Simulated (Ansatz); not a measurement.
A calculation with Ansatz (development build ahead of 0.2.0).

```yaml
crystal:
  periodic: [false, false, false]
  atoms:
    - { symbol: C, position_ang: [0.02164, 0.03478, -0.43306] }
    - { symbol: O, position_ang: [0.0375, 0.01483, 0.5857] }
    - { symbol: H, position_ang: [-0.01691, -0.82068, -0.99062] }
    - { symbol: H, position_ang: [-0.02053, 0.76842, -0.94169] }
basis:
  gaussian: { orbitals: def2-SVP }
hamiltonian:
  xc: hf
```

The input is written out in the form of the current development build from the run's settings.

Results

| Item | Value |
| --- | --- |
| Converged | yes |
| Total energy | -113.65303 hartree |
| Spin squared of the determinant | 0.000 |

Caution: no unrestricted run beside it, a lower state can exist.
